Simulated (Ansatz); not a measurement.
Input file:

```yaml
crystal:
  periodic: [false, false, false]
  atoms:
    - {symbol: B, position_ang: [0.000000, 0.000000, 0.000000]}
    - {symbol: P, position_ang: [0.000000, 0.000000, 2.375000]}
basis:
  gaussian: {orbitals: 6-31G}
magnetization: {spin_polarized: false, initial_magnetization: 2}
correlation: {method: bccd, electrons: valence}
scf: {lower_state_search: off}
```

```sh
$ ansatz run in.yaml --threads 1 --pin off --events-out ev --progress --plain --max-ram 2393MiB
```

Log:

```
these checks for a lower state are left out or cut short: stability, starts, cluster_reference, orbital_swaps, neighbouring_geometries, increment
266 factors; integrals over basis functions are off by at most 1.8e-4 eV
mean field evaluation 1: about -9935.3947 eV, gradient 1.2e1 eV
mean field evaluation 2: about -9935.4097 eV, gradient 1.2e1 eV
mean field evaluation 4: about -9936.8493 eV, gradient 1.5e0 eV
mean field evaluation 8: about -9936.9818 eV, gradient 4.0e-1 eV
mean field evaluation 16: about -9937.0025 eV, gradient 4.0e-5 eV
mean field -9937.00254047 eV, -365.1781078200 hartree, gradient 2.9e-6 eV, S^2 2.000000; 0 other end points of the search recorded, 0 dependent functions left out
6 core orbitals not correlated: weight in the atoms' cores, before any rotation towards them, 1.000 or more for the frozen orbitals, at most 0.000 for the correlated occupied ones
reference -9937.00254047 eV, -365.1781078200 hartree; 5, 3 occupied and 11, 13 virtual orbitals, 266 factors
second order -2.03294518 eV of doubles, -0.07888511 eV of singles
cycle   1  -2.52965742 eV  change   -4.2e-1 eV  update   1.4e-1
cycle   2  -2.85063137 eV  change   -3.2e-1 eV  update   7.1e-2
cycle   3  -3.04856711 eV  change   -2.0e-1 eV  update   6.5e-2
cycle   4  -2.99119211 eV  change    5.7e-2 eV  update   3.4e-2
cycle   5  -3.02757923 eV  change   -3.6e-2 eV  update   2.1e-2
cycle   6  -3.03339690 eV  change   -5.8e-3 eV  update   1.3e-2
cycle   7  -3.02549144 eV  change    7.9e-3 eV  update   9.3e-3
cycle   8  -3.05432640 eV  change   -2.9e-2 eV  update   7.0e-3
cycle   9  -3.05878911 eV  change   -4.5e-3 eV  update   5.5e-3
cycle  10  -3.05542347 eV  change    3.4e-3 eV  update   4.0e-3
cycle  11  -3.06415279 eV  change   -8.7e-3 eV  update   2.7e-3
cycle  12  -3.06383437 eV  change    3.2e-4 eV  update   2.2e-3
cycle  13  -3.06581463 eV  change   -2.0e-3 eV  update   1.7e-3
cycle  14  -3.06738106 eV  change   -1.6e-3 eV  update   1.1e-3
cycle  15  -3.06582440 eV  change    1.6e-3 eV  update   6.2e-4
cycle  16  -3.06698008 eV  change   -1.2e-3 eV  update   3.3e-4
cycle  17  -3.06694489 eV  change    3.5e-5 eV  update   2.1e-4
cycle  18  -3.06689598 eV  change    4.9e-5 eV  update   1.1e-4
cycle  19  -3.06678257 eV  change    1.1e-4 eV  update   6.2e-5
cycle  20  -3.06682398 eV  change   -4.1e-5 eV  update   3.6e-5
cycle  21  -3.06685332 eV  change   -2.9e-5 eV  update   2.2e-5
cycle  22  -3.06687580 eV  change   -2.2e-5 eV  update   1.3e-5
cycle  23  -3.06688739 eV  change   -1.2e-5 eV  update   7.2e-6
cycle  24  -3.06688730 eV  change    9.2e-8 eV  update   3.3e-6
Total energy: -9940.06942777 eV, -365.2908138495 hartree
Checks for a lower state left out: stability, starts, cluster_reference, orbital_swaps, neighbouring_geometries, increment
```

Ran on 1 thread of Intel Xeon, shared host: 0.42 s wall, 0.16 GiB peak host memory.
